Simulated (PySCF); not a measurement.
PySCF input file for CHO, SMILES O=[CH] (connectivity only; charge and spin as stated), charge +1, multiplicity 1, B3LYP-D3(BJ)/def2-TZVPD. Coordinates come from a B3LYP-D3(BJ)/def2-TZVPD optimisation. The isomer is the one that the SMILES or the coordinates give; other isomers of the formula were not compared.

```python
import numpy as np
from pyscf import gto, scf, dft
from pyscf.hessian import thermo

mol = gto.M(
    atom='''
    C     0.00000000    0.00000000    0.51434796
    O     0.00000000    0.00000000   -0.58710800
    H     0.00000000    0.00000000    1.61077623
    ''',
    basis='def2-TZVPD',
    charge=1,
    spin=0,
    max_memory=1600,
    verbose=3,
)
mf = dft.RKS(mol, xc='b3lyp').density_fit(auxbasis='def2-universal-jkfit')
mf.disp = 'd3bj'
mf.grids.level = 3
mf.conv_tol = 1e-11
mf.max_cycle = 100
mf.kernel()

# [left out here: the lines that compute and print the analytic Hessian (its translational invariance restored by hand, since the grid's response is missing), thermochemistry and intensities]
```

Program output:

```
converged SCF energy = -113.597820126173

WARN: DFTD3 does not support analytical Hessian, using finite difference


WARN: Mole.unit (angstrom) is changed to Bohr

Mode                                 0                   1                   2
Irrep
Freq [cm^-1]                      868.7349            868.7349           2266.0760
Reduced mass [au]                   1.3641              1.3641              3.7952
Force const [Dyne/A]                0.6066              0.6066             11.4825
Char temp [K]                    1249.9161           1249.9161           3260.3789
Normal mode                   x     y     z       x     y     z       x     y     z
       0   C                 0.01  0.14  0.00    0.14 -0.01  0.00    0.00  0.00 -0.18
       1   O                -0.00 -0.05 -0.00   -0.05  0.00 -0.00   -0.00 -0.00  0.16
       2   H                -0.06 -0.84  0.00   -0.84  0.06  0.00   -0.00 -0.00 -0.45
Mode                                 3
Irrep
Freq [cm^-1]                     3208.2731
Reduced mass [au]                   1.2971
Force const [Dyne/A]                7.8662
Char temp [K]                    4615.9907
Normal mode                   x     y     z
       0   C                 0.00 -0.00  0.13
       1   O                -0.00  0.00 -0.04
       2   H                -0.00  0.00 -0.87
temperature 298.1500 [K]
pressure 101325.00 [Pa]
Rotational constants [GHz] inf 45.04109 45.04109
Symmetry number 1
Zero-point energy (ZPE) 0.01643 [Eh]   43136.257 [J/mol]
                           tot       elec      trans        rot        vib
Entropy [J/mol/K]       201.352      0.000    150.749     49.278      1.325
Cv [J/mol/K]             25.357      0.000     12.472      8.314      4.571
Cp [J/mol/K]             33.672      0.000     20.786      8.314      4.571
Internal energy [J/mol]                      3718.434   2478.956  43455.674
Internal energy [Eh]   -113.57891  -113.59782
Enthalpy [J/mol]                             6197.391   2478.956  43455.674
Enthalpy [Eh]          -113.57796
Gibbs free energy [J/mol]                  -38748.552 -12213.156  43060.714
Gibbs free energy [Eh] -113.60083
mode   freq/cm-1   IR/(km/mol)
   1      868.73        15.495
   2      868.73        15.495
   3     2266.08       123.979
   4     3208.27       205.111
max |gradient| / (hartree/bohr): 4.070523857920892e-06
APT charges: [0.6172 0.0061 0.3768]
```

The run converged.
